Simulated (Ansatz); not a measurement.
C4H5NS (`Cc1cncs1`) at its PBE0-D4/def2-TZVP geometry, where that method's forces vanish. The species carries charge 0 and has multiplicity 1.

```
atom   x (Å)   y (Å)   z (Å)
  C1  -0.676   1.589  -0.396
  C2  -0.143   0.262   0.011
  C3   0.617  -0.607  -0.713
  N4   0.976  -1.770  -0.096
  C5   0.498  -1.808   1.105
  S6  -0.421  -0.428   1.559
  H7  -0.366   1.808  -1.419
  H8  -0.306   2.391   0.247
  H9  -1.768   1.616  -0.363
 H10   0.941  -0.423  -1.729
 H11   0.647  -2.629   1.793
```

Q: For each bond, give half the difference of the two atoms' forces along it (eV/Å; positive pushes the atoms apart) under PBE-D4, r2SCAN-D4, B3LYP-D4, ωB97M-V in def2-TZVPP. (Estimate.)

A: Ansatz gave: 
| bond | length (Å) | PBE-D4 | r2SCAN-D4 | B3LYP-D4 | ωB97M-V |
| --- | --- | --- | --- | --- | --- |
| C1–C2 | 1.487 | -0.22 | -0.06 | 0.06 | 0.30 |
| C1–H7 | 1.091 | 0.12 | -0.03 | -0.07 | -0.09 |
| C1–H8 | 1.093 | 0.11 | -0.02 | -0.05 | -0.10 |
| C1–H9 | 1.093 | 0.11 | -0.02 | -0.05 | -0.10 |
| C2–C3 | 1.363 | 0.38 | 0.21 | 0.01 | -0.27 |
| C2–S6 | 1.717 | 0.24 | 0.14 | 0.23 | 0.02 |
| C3–N4 | 1.364 | 0.04 | 0.02 | 0.20 | 0.37 |
| C3–H10 | 1.083 | -0.06 | -0.13 | -0.22 | -0.12 |
| N4–C5 | 1.294 | 0.57 | 0.30 | 0.14 | -0.02 |
| C5–S6 | 1.718 | 0.30 | 0.21 | 0.31 | 0.02 |
| C5–H11 | 1.082 | -0.14 | -0.20 | -0.26 | -0.07 |

B3LYP here is the variant with VWN-RPA as its local correlation; programs differ in this.
